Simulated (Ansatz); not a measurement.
# BClH2O: molecular dynamics

Aim: follow the molecule's vibrations and see whether its bonds hold. The start is relaxed first. Runs: 150 steps of 0.5 fs at constant energy, with velocities drawn for 500 K; 150 steps of 0.5 fs under a Nosé-Hoover thermostat at 2000 K. SMILES of the start: OBCl.

Method: RKS B3LYP-D4/def2-SVP, in Ansatz 0.2.0.

## (1) The starting structure

Bond lengths: B1–O2 1.410 Å, O2–H3 1.010 Å, B1–H4 1.190 Å, B1–Cl5 1.860 Å. Angles: B1–O2–H3 109.5°, O2–B1–H4 120.0°, O2–B1–Cl5 120.0°, H4–B1–Cl5 120.0°.

Structure file:

```xyz
5

B     0.0000    0.0000    0.0000
O     0.0000    0.0000    1.4100
H    -0.9095   -0.2814    1.7471
H     1.0305    0.0000   -0.5950
Cl   -1.6108    0.0000   -0.9300
```

## (2) Preparing the start

input.yaml

```yaml
crystal:
  periodic: [false, false, false]
  atoms:
    - { symbol: B, position_ang: [0.0, 0.0, 0.0] }
    - { symbol: O, position_ang: [0.0, 0.0, 1.41] }
    - { symbol: H, position_ang: [-0.9095, -0.2814, 1.7471] }
    - { symbol: H, position_ang: [1.0305, 0.0, -0.595] }
    - { symbol: Cl, position_ang: [-1.6108, 0.0, -0.93] }
basis:
  gaussian: { orbitals: def2-SVP }
hamiltonian:
  xc: b3lyp
  dispersion: d4
relax:
  f_tol: 0.02
  max_steps: 40
```

Command:

```bash
ansatz run input.yaml --threads 1 --pin off --max-ram 2048MiB --backend cpu --events-out ev --progress --plain --runs-dir out
```

What it wrote (excerpt; [...] marks lines left out):

```text
Warning: RAYON_NUM_THREADS=1 ignored (pool sized by the plan → 1); use --threads N
[...]
Functional definition: B3LYP
[...]
585 factors; integrals over basis functions are off by at most 3.7e-4 eV
[...]
mean field -15275.24132891 eV, -561.3547649068 hartree, gradient 1.9e-5 eV, S^2 0.000000; 0 other end points of the search recorded, 0 dependent functions left out
[...]
reference -15275.24150893 eV, -561.3547715226 hartree; 16, 16 occupied and 40, 40 virtual orbitals, 585 factors
relax step   1: F+E_penalty+E_count = -15275.34806196 eV  Δ(F+E_penalty+E_count) = +0.000e0 eV  max|allowed force component| = 2.183e0 eV/Å  Δτ_max = 0.0000 Å  (23 SCF iters, accepted)
[...]
relax step   6: F+E_penalty+E_count = -15275.60433912 eV  Δ(F+E_penalty+E_count) = +7.633e-4 eV  max|allowed force component| = 1.232e-1 eV/Å  Δτ_max = 0.0126 Å  (22 SCF iters, rejected (line search))
[...]
relax step   7: F+E_penalty+E_count = -15275.60519330 eV  Δ(F+E_penalty+E_count) = -9.083e-5 eV  max|allowed force component| = 1.198e-3 eV/Å  Δτ_max = 0.0031 Å  (21 SCF iters, accepted)
585 factors; integrals over basis functions are off by at most 4.3e-4 eV
[...]
mean field -15275.49709205 eV, -561.3641640291 hartree, gradient 1.6e-5 eV, S^2 0.000000; 1 other end points of the search recorded, 0 dependent functions left out
[...]
reference -15275.49727043 eV, -561.3641705843 hartree; 16, 16 occupied and 40, 40 virtual orbitals, 585 factors
Total energy: -15275.60537167 eV, -561.3681432318 hartree
Atom 0 at    -0.028624    -0.024333     0.011536 Å, force    -0.001095     0.000275    -0.001001 eV/Å
Atom 1 at    -0.018217    -0.112471     1.349048 Å, force    -0.000265     0.000178     0.000429 eV/Å
Atom 2 at    -0.897614    -0.175192     1.749209 Å, force     0.000060    -0.000197    -0.000706 eV/Å
Atom 3 at     1.011421     0.057910    -0.579703 Å, force     0.000948    -0.000184     0.000080 eV/Å
Atom 4 at    -1.556766    -0.027313    -0.897990 Å, force     0.000351    -0.000072     0.001198 eV/Å
Dipole moment:    -0.165198    -0.021977     0.229385 e Å
```

Run time: 12 s. Hardware: 1 thread of Arm Neoverse V1, shared host; peak memory 0.12 GiB.

Step by step:

```csv
step,energy from step 1 (eV),largest force component (eV/Å)
1,0.0000,2.1826
2,-0.0415,2.9501
3,-0.2340,1.3254
4,-0.2544,0.1606
5,-0.2570,0.0277
6x,-0.2563,0.1232
7,-0.2571,0.0012
```

Step 1 is the start. 1 step was tried and not accepted (marked x).

After: Bond lengths: B1–O2 1.340 Å, O2–H3 0.968 Å, B1–H4 1.199 Å, B1–Cl5 1.778 Å. Angles: B1–O2–H3 114.2°, O2–B1–H4 119.3°, O2–B1–Cl5 121.1°, H4–B1–Cl5 119.6°.

## (3) Run 1

150 steps of 0.5 fs at constant energy, with velocities drawn for 500 K, from the relaxed start. H is given a mass of 2.014 u.

input.yaml

```yaml
crystal:
  periodic: [false, false, false]
  atoms:
    - { symbol: B, position_ang: [-0.028624, -0.024333, 0.011536] }
    - { symbol: O, position_ang: [-0.018217, -0.112471, 1.349048] }
    - { symbol: H, position_ang: [-0.897614, -0.175192, 1.749209] }
    - { symbol: H, position_ang: [1.011421, 0.05791, -0.579703] }
    - { symbol: Cl, position_ang: [-1.556766, -0.027313, -0.89799] }
basis:
  gaussian: { orbitals: def2-SVP }
hamiltonian:
  xc: b3lyp
  dispersion: d4
md:
  timestep: 0.5
  n_steps: 150
  ensemble: nve
  temperature: 500.0
  initial_velocities: maxwell_boltzmann
  seed: 842940
  masses: [{ species: H, mass: 2.014 }]
```

Command:

```bash
ansatz run input.yaml --threads 1 --pin off --max-ram 2048MiB --backend cpu --events-out ev --progress --plain --runs-dir out
```

What it wrote (excerpt; [...] marks lines left out):

```text
Warning: RAYON_NUM_THREADS=1 ignored (pool sized by the plan → 1); use --threads N
[...]
[... 1 set-up line as earlier in the session ...]
[...]
584 factors; integrals over basis functions are off by at most 4.5e-4 eV
[...]
mean field -15275.49709122 eV, -561.3641639986 hartree, gradient 1.9e-5 eV, S^2 0.000000; 0 other end points of the search recorded, 0 dependent functions left out
[...]
reference -15275.49726960 eV, -561.3641705539 hartree; 16, 16 occupied and 40, 40 virtual orbitals, 584 factors
md step     0: t =     0.00 fs  T =   500.0 K  F+E_penalty+E_count = -15275.60519247 eV  E_kin = 0.193890 eV  conserved = -15275.41130247 eV  (23 SCF iters)
[...]
md step    19: t =     9.50 fs  T =   102.1 K  F+E_penalty+E_count = -15275.44971986 eV  E_kin = 0.039578 eV  conserved = -15275.41014220 eV  (22 SCF iters, 3 dispersion substeps)
[...]
md step    38: t =    19.00 fs  T =   278.2 K  F+E_penalty+E_count = -15275.51855860 eV  E_kin = 0.107880 eV  conserved = -15275.41067850 eV  (24 SCF iters, 3 dispersion substeps)
[...]
md step    57: t =    28.50 fs  T =   228.0 K  F+E_penalty+E_count = -15275.49907943 eV  E_kin = 0.088411 eV  conserved = -15275.41066838 eV  (24 SCF iters, 3 dispersion substeps)
[...]
md step    74: t =    37.00 fs  T =   352.3 K  F+E_penalty+E_count = -15275.54770295 eV  E_kin = 0.136615 eV  conserved = -15275.41108752 eV  (24 SCF iters, 3 dispersion substeps)
md step    75: t =    37.50 fs  T =   313.2 K  F+E_penalty+E_count = -15275.53222991 eV  E_kin = 0.121446 eV  conserved = -15275.41078406 eV  (24 SCF iters, 3 dispersion substeps)
```

## (4) More of the same log: dynamics from the start

The log, continued (excerpt; [...] marks lines left out):

```text
md step    76: t =    38.00 fs  T =   266.8 K  F+E_penalty+E_count = -15275.51384590 eV  E_kin = 0.103450 eV  conserved = -15275.41039549 eV  (23 SCF iters, 3 dispersion substeps)
[...]
md step    94: t =    47.00 fs  T =   315.3 K  F+E_penalty+E_count = -15275.53294473 eV  E_kin = 0.122269 eV  conserved = -15275.41067577 eV  (23 SCF iters, 3 dispersion substeps)
[...]
md step   112: t =    56.00 fs  T =   117.5 K  F+E_penalty+E_count = -15275.45576935 eV  E_kin = 0.045552 eV  conserved = -15275.41021725 eV  (24 SCF iters, 3 dispersion substeps)
[...]
md step   130: t =    65.00 fs  T =   325.1 K  F+E_penalty+E_count = -15275.53701796 eV  E_kin = 0.126081 eV  conserved = -15275.41093719 eV  (24 SCF iters, 3 dispersion substeps)
[...]
md step   148: t =    74.00 fs  T =   284.0 K  F+E_penalty+E_count = -15275.52079617 eV  E_kin = 0.110126 eV  conserved = -15275.41067015 eV  (24 SCF iters, 3 dispersion substeps)
[...]
md step   149: t =    74.50 fs  T =   225.2 K  F+E_penalty+E_count = -15275.49758658 eV  E_kin = 0.087316 eV  conserved = -15275.41027076 eV  (24 SCF iters, 3 dispersion substeps)
[...]
md step   150: t =    75.00 fs  T =   180.2 K  F+E_penalty+E_count = -15275.47985138 eV  E_kin = 0.069862 eV  conserved = -15275.40998976 eV  (24 SCF iters, 3 dispersion substeps)
Total energy: -15275.48002914 eV, -561.3635369786 hartree
Atom 0 at    -0.052468    -0.021065     0.016802 Å, force     0.355284    -0.231525     0.048892 eV/Å
Atom 1 at    -0.011117    -0.099895     1.345996 Å, force     2.278384     0.324946    -0.846667 eV/Å
Atom 2 at    -0.792248    -0.264862     1.800403 Å, force    -2.608750    -0.325317     1.374946 eV/Å
Atom 3 at     1.029838    -0.013962    -0.483370 Å, force     0.017989     0.213208    -0.545153 eV/Å
Atom 4 at    -1.559732    -0.024808    -0.906600 Å, force    -0.042907     0.018688    -0.032017 eV/Å
Dipole moment:    -0.171733    -0.053052     0.246174 e Å
```

Wall time 2.9 min (1 thread of Arm Neoverse V1, shared host); peak memory 0.099 GiB.

## (5) The trajectory

The trajectory, every 8 steps (energies from step 0):

```csv
time (fs),T (K),potential energy change (meV/atom),total energy change (meV/atom)
0.0,500,0.0,0.00
4.0,280,17.2,0.15
8.0,99,31.3,0.24
12.0,290,16.3,0.03
16.0,201,23.4,0.18
20.0,205,23.1,0.21
24.0,394,8.2,0.03
28.0,194,23.9,0.21
32.0,137,28.4,0.23
36.0,366,10.4,0.03
40.0,246,19.9,0.18
44.0,191,24.2,0.22
48.0,384,9.0,0.04
52.0,197,23.7,0.20
56.0,117,29.9,0.22
60.0,316,14.3,0.05
64.0,237,20.6,0.21
68.0,249,19.7,0.20
72.0,387,8.8,0.05
75.0,180,25.1,0.26
```

time (fs), T (K) and a bar:
```
      0.0        500 ##############################
      3.5        261 ###########
      6.5        230 #########
     10.0        138 ##
     13.0        263 ###########
     16.5        254 ###########
     19.5        239 #########
     23.0        318 ################
     26.0        275 ############
     29.5        278 #############
     32.5        119 
     36.0        366 ###################
     39.0        211 #######
     42.5        296 ##############
     45.5        189 ######
     49.0        367 ####################
     52.0        197 ######
     55.5        157 ###
     58.5        173 ####
     62.0        261 ###########
     65.0        325 ################
     68.5        221 ########
     71.5        357 ###################
     75.0        180 #####
```

## (6) Snapshots as a file

Extended XYZ, with forces in eV/Å:

```xyz
5
time_fs=9.5 T=102 dE=0.1555
B    -0.031   -0.060    0.026    0.399    0.689   -1.250
O    -0.008   -0.089    1.347   -2.609   -0.833    1.157
H    -0.984   -0.262    1.616    2.159    0.499   -0.009
H     0.969    0.087   -0.611    0.243   -0.150    0.050
Cl   -1.553   -0.024   -0.892   -0.192   -0.206    0.051
5
time_fs=19.0 T=278 dE=0.0866
B    -0.009   -0.048   -0.021   -0.258    0.310    1.546
O    -0.032   -0.091    1.357   -1.136   -0.565   -0.953
H    -0.958   -0.280    1.698    1.446    0.457   -0.499
H     1.022    0.061   -0.624    0.014   -0.070    0.127
Cl   -1.554   -0.024   -0.886   -0.066   -0.133   -0.221
5
time_fs=28.0 T=194 dE=0.1197
B     0.002   -0.012    0.008   -0.562   -0.256   -0.973
O    -0.054   -0.108    1.319    2.997    0.232    0.079
H    -0.851   -0.216    1.768   -2.412   -0.199    0.971
H     1.060    0.009   -0.576   -0.250    0.148    0.130
Cl   -1.555   -0.028   -0.885    0.227    0.075   -0.207
5
time_fs=37.5 T=313 dE=0.0730
B    -0.032    0.007   -0.008    0.106   -0.604    0.853
O    -0.033   -0.128    1.331    1.668    0.294   -0.719
H    -0.863   -0.126    1.763   -1.614   -0.066    0.674
H     1.046    0.012   -0.513    0.063    0.199   -0.435
Cl   -1.553   -0.030   -0.888   -0.223    0.178   -0.372
5
time_fs=47.0 T=315 dE=0.0722
B    -0.049   -0.015    0.009    0.955   -0.127    0.509
O     0.000   -0.136    1.361   -1.875    0.482   -0.301
H    -0.936   -0.055    1.715    1.426   -0.344   -0.225
H     1.003    0.087   -0.581   -0.219   -0.076    0.050
Cl   -1.556   -0.028   -0.900   -0.287    0.065   -0.032
5
time_fs=56.0 T=117 dE=0.1494
B    -0.014   -0.046    0.051   -0.953    0.491   -1.790
O     0.003   -0.125    1.362   -1.843    0.109    1.699
H    -0.933   -0.078    1.754    1.843   -0.272   -0.680
H     0.928    0.136   -0.647    0.604   -0.223    0.204
Cl   -1.564   -0.025   -0.912    0.348   -0.105    0.567
5
time_fs=65.5 T=356 dE=0.0561
B    -0.026   -0.045    0.005   -0.090    0.335    1.104
O    -0.007   -0.111    1.382    0.658    0.012   -1.800
H    -0.856   -0.179    1.817   -0.545   -0.041    0.073
H     1.013    0.095   -0.614   -0.324   -0.199    0.347
Cl   -1.565   -0.024   -0.913    0.301   -0.106    0.276
5
time_fs=75.0 T=180 dE=0.1253
B    -0.052   -0.021    0.017    0.355   -0.232    0.049
O    -0.011   -0.100    1.346    2.278    0.325   -0.847
H    -0.792   -0.265    1.800   -2.609   -0.325    1.375
H     1.030   -0.014   -0.483    0.018    0.213   -0.545
Cl   -1.560   -0.025   -0.907   -0.043    0.019   -0.032
```

Reading of run 1. The temperature starts at 500 K and averages 259 K in the second half, where it ranges from 83 to 397 K; a mean near half the start is what vibrations about a minimum give, since they share energy equally between motion and strain. The total energy strays from its start by at most 0.28 meV/atom, 1.4 % of the mean kinetic energy, so a step of 0.5 fs is short enough over this time. The bonds all hold.

## (7) Run 2

150 steps of 0.5 fs under a Nosé-Hoover thermostat at 2000 K, from the relaxed start.

Edit input.yaml of step 3 so:

```diff
@@ -16,6 +16,6 @@
   n_steps: 150
-  ensemble: nve
-  temperature: 500.0
+  ensemble: nvt_nose_hoover
+  temperature: 2000.0
   initial_velocities: maxwell_boltzmann
-  seed: 842940
-  masses: [{ species: H, mass: 2.014 }]
+  seed: 951741
+  nose_hoover: { tau: 100.0, chain_length: 5 }
```

Command:

```bash
ansatz run input.yaml --threads 1 --pin off --max-ram 2048MiB --backend cpu --events-out ev --progress --plain --runs-dir out
```

What it wrote (excerpt; [...] marks lines left out):

```text
Warning: RAYON_NUM_THREADS=1 ignored (pool sized by the plan → 1); use --threads N
[...]
[... 1 set-up line as earlier in the session ...]
[...]
584 factors; integrals over basis functions are off by at most 4.5e-4 eV
[...]
mean field -15275.49709122 eV, -561.3641639986 hartree, gradient 1.9e-5 eV, S^2 0.000000; 0 other end points of the search recorded, 0 dependent functions left out
[...]
reference -15275.49726960 eV, -561.3641705539 hartree; 16, 16 occupied and 40, 40 virtual orbitals, 584 factors
md step     0: t =     0.00 fs  T =  2000.0 K  F+E_penalty+E_count = -15275.60519247 eV  E_kin = 0.775560 eV  conserved = -15274.82963247 eV  (23 SCF iters)
[...]
md step    19: t =     9.50 fs  T =   756.7 K  F+E_penalty+E_count = -15275.12012650 eV  E_kin = 0.293442 eV  conserved = -15274.82767025 eV  (24 SCF iters, 3 dispersion substeps)
[...]
md step    38: t =    19.00 fs  T =   398.7 K  F+E_penalty+E_count = -15274.97255878 eV  E_kin = 0.154596 eV  conserved = -15274.82191328 eV  (26 SCF iters, 3 dispersion substeps)
[...]
md step    57: t =    28.50 fs  T =   966.1 K  F+E_penalty+E_count = -15275.18215265 eV  E_kin = 0.374637 eV  conserved = -15274.81974346 eV  (22 SCF iters, 3 dispersion substeps)
[...]
md step    74: t =    37.00 fs  T =  1361.0 K  F+E_penalty+E_count = -15275.32147087 eV  E_kin = 0.527755 eV  conserved = -15274.82302524 eV  (24 SCF iters, 3 dispersion substeps)
md step    75: t =    37.50 fs  T =  1221.5 K  F+E_penalty+E_count = -15275.26414834 eV  E_kin = 0.473670 eV  conserved = -15274.82079478 eV  (23 SCF iters, 3 dispersion substeps)
```

## (8) The output, continued: dynamics from the start

Output, continued (excerpt; [...] marks lines left out):

```text
md step    76: t =    38.00 fs  T =  1226.8 K  F+E_penalty+E_count = -15275.26708842 eV  E_kin = 0.475715 eV  conserved = -15274.82265460 eV  (24 SCF iters, 3 dispersion substeps)
[...]
md step    94: t =    47.00 fs  T =   553.1 K  F+E_penalty+E_count = -15274.98974010 eV  E_kin = 0.214495 eV  conserved = -15274.82045119 eV  (26 SCF iters, 3 dispersion substeps)
[...]
md step   112: t =    56.00 fs  T =   876.0 K  F+E_penalty+E_count = -15275.09883635 eV  E_kin = 0.339692 eV  conserved = -15274.82204026 eV  (23 SCF iters, 3 dispersion substeps)
[...]
md step   130: t =    65.00 fs  T =  1540.4 K  F+E_penalty+E_count = -15275.32900599 eV  E_kin = 0.597338 eV  conserved = -15274.82462488 eV  (24 SCF iters, 3 dispersion substeps)
[...]
md step   148: t =    74.00 fs  T =   586.7 K  F+E_penalty+E_count = -15274.92307225 eV  E_kin = 0.227492 eV  conserved = -15274.81970193 eV  (24 SCF iters, 3 dispersion substeps)
[...]
md step   149: t =    74.50 fs  T =   906.5 K  F+E_penalty+E_count = -15275.05126241 eV  E_kin = 0.351530 eV  conserved = -15274.82510937 eV  (23 SCF iters, 3 dispersion substeps)
[...]
md step   150: t =    75.00 fs  T =  1239.4 K  F+E_penalty+E_count = -15275.18230684 eV  E_kin = 0.480618 eV  conserved = -15274.82888468 eV  (24 SCF iters, 3 dispersion substeps)
Total energy: -15275.18248659 eV, -561.3526024914 hartree
Atom 0 at    -0.014153    -0.074912     0.005159 Å, force     1.553243     1.253940    -0.431152 eV/Å
Atom 1 at    -0.017743    -0.060388     1.370098 Å, force     1.074510    -0.222902    -1.857315 eV/Å
Atom 2 at    -0.850375    -0.487084     1.436379 Å, force    -2.103907    -0.542652     1.724779 eV/Å
Atom 3 at     1.055973     0.040635    -0.615435 Å, force    -0.831071    -0.156389     0.383117 eV/Å
Atom 4 at    -1.564003    -0.026036    -0.895635 Å, force     0.307225    -0.331996     0.180571 eV/Å
Dipole moment:    -0.138459    -0.160040     0.089838 e Å
```

Run time: 3 min. Hardware: 1 thread of Arm Neoverse V1, shared host; peak memory 0.099 GiB.

## (9) What the atoms did

One step in 11; energies are changes from step 0:

```csv
time (fs),T (K),potential energy change (meV/atom),conserved energy change (meV/atom)
0.0,2000,0.0,0.00
5.5,861,89.7,1.27
11.0,380,127.6,1.74
16.5,522,116.1,0.99
22.0,748,99.0,0.73
27.5,1047,77.2,1.07
33.0,997,83.4,1.47
38.5,1316,60.1,0.65
44.0,1018,84.9,0.67
49.5,1008,87.9,0.84
55.0,794,107.2,1.46
60.5,757,112.9,1.62
66.0,1714,42.0,0.27
71.5,1294,78.6,0.31
75.0,1239,84.6,0.15
```

time (fs), T (K) and a bar:
```
      0.0       2000 ##############################
      3.5       1572 ######################
      6.5        672 #######
     10.0        496 ###
     13.0        831 #########
     16.5        522 ####
     19.5        304 
     23.0        466 ###
     26.0       1229 ################
     29.5       1526 ######################
     32.5       1051 #############
     36.0       1712 #########################
     39.0       1360 ###################
     42.5        524 ####
     45.5        910 ###########
     49.0       1140 ###############
     52.0        631 ######
     55.5        725 #######
     58.5        981 ############
     62.0       1578 #######################
     65.0       1540 ######################
     68.5        906 ###########
     71.5       1294 ##################
     75.0       1239 #################
```

## (10) Snapshots as a file

Positions (Å) and forces (eV/Å):

```xyz
5
time_fs=9.5 T=757 dE=0.4851
B    -0.078   -0.057    0.004    2.531   -0.109   -0.543
O    -0.040   -0.063    1.344    2.096    1.280   -0.964
H    -0.582   -0.674    1.765   -2.131   -1.445    1.498
H     1.035   -0.112   -0.634   -1.325    0.370    0.682
Cl   -1.542   -0.020   -0.892   -1.172   -0.096   -0.672
5
time_fs=19.0 T=399 dE=0.6326
B    -0.046   -0.094    0.007    0.631    0.884   -0.151
O    -0.044   -0.050    1.365    3.261    3.363   -2.944
H    -0.474   -0.728    1.737   -3.157   -3.888    2.740
H     0.972   -0.021   -0.674   -0.313   -0.048    0.505
Cl   -1.551   -0.016   -0.901   -0.422   -0.311   -0.150
5
time_fs=28.0 T=909 dE=0.4442
B    -0.001   -0.080    0.017   -2.597    0.587    1.368
O    -0.021   -0.074    1.374    4.403    1.731   -3.275
H    -0.669   -0.500    1.806   -4.184   -2.108    2.469
H     0.964    0.068   -0.555    1.677    0.147   -0.957
Cl   -1.569   -0.019   -0.913    0.702   -0.358    0.394
5
time_fs=37.5 T=1221 dE=0.3410
B    -0.024   -0.010    0.039    0.750   -0.166   -0.731
O     0.010   -0.136    1.375    3.523   -0.438   -1.934
H    -0.818    0.065    1.650   -4.594    0.623    2.333
H     1.068    0.105   -0.484   -0.517   -0.146   -0.300
Cl   -1.575   -0.029   -0.918    0.838    0.127    0.632
5
time_fs=47.0 T=553 dE=0.6155
B    -0.038    0.043    0.028    1.466   -1.298   -1.207
O    -0.017   -0.169    1.371    3.907   -1.577   -2.992
H    -0.665    0.331    1.721   -4.199    2.356    2.735
H     1.033    0.054   -0.690   -1.299    0.093    1.142
Cl   -1.562   -0.037   -0.909    0.125    0.425    0.322
5
time_fs=56.0 T=876 dE=0.5064
B    -0.041    0.015    0.000   -0.546   -0.443    0.934
O    -0.048   -0.140    1.341    4.835   -1.214   -4.419
H    -0.596    0.119    1.981   -4.015    1.461    3.580
H     0.942    0.068   -0.673    0.404   -0.004    0.272
Cl   -1.547   -0.036   -0.895   -0.678    0.201   -0.367
5
time_fs=65.5 T=1684 dE=0.2195
B    -0.062   -0.047    0.001   -0.593    0.249    0.873
O    -0.023   -0.085    1.323    1.460   -0.059    0.349
H    -0.802   -0.303    1.789   -1.763   -0.217    0.886
H     0.972    0.060   -0.439    1.698    0.177   -1.485
Cl   -1.546   -0.029   -0.888   -0.803   -0.150   -0.623
5
time_fs=75.0 T=1239 dE=0.4229
B    -0.014   -0.075    0.005    1.553    1.254   -0.431
O    -0.018   -0.060    1.370    1.075   -0.223   -1.857
H    -0.850   -0.487    1.436   -2.104   -0.543    1.725
H     1.056    0.041   -0.615   -0.831   -0.156    0.383
Cl   -1.564   -0.026   -0.896    0.307   -0.332    0.181
```

Reading of run 2. Against a set 2000 K the second half averages 1021 K with a spread of 337 K; 91 meV/atom has gone into potential energy, and a thermostat that acts over some 100 fs has not made it up in 75 fs. The conserved energy strays from its start by at most 2.35 meV/atom, 3.0 % of the mean kinetic energy, fair for a step of 0.5 fs. No bond forms or breaks.

## (11) Results

| quantity | value |
| --- | --- |
| relaxation of the start | 5 moves, 0.257 eV lower |
| run 1: length | 150 steps of 0.5 fs |
| run 1: temperature, first and last step | 500 and 180 K |
| run 1: temperature, second half | mean 259 K, from 83 to 397 K |
| run 1: potential energy, second half | +19 meV/atom from this run's first step |
| run 1: largest change of the total energy | 0.28 meV/atom |
| run 1: bonds formed or broken | 0 |
| run 2: length | 150 steps of 0.5 fs |
| run 2: temperature, first and last step | 2000 and 1239 K |
| run 2: temperature, second half | mean 1021 K, from 459 to 1748 K |
| run 2: potential energy, second half | +91 meV/atom from this run's first step |
| run 2: largest change of the conserved energy | 2.35 meV/atom |
| run 2: bonds formed or broken | 0 |

Mean temperatures of the second halves: 259 K, 1021 K. No bond formed or broke in any run. Averages from a run of 75 fs with 5 atoms are rough. The nuclei move classically, without zero-point motion, which matters most for hydrogen.
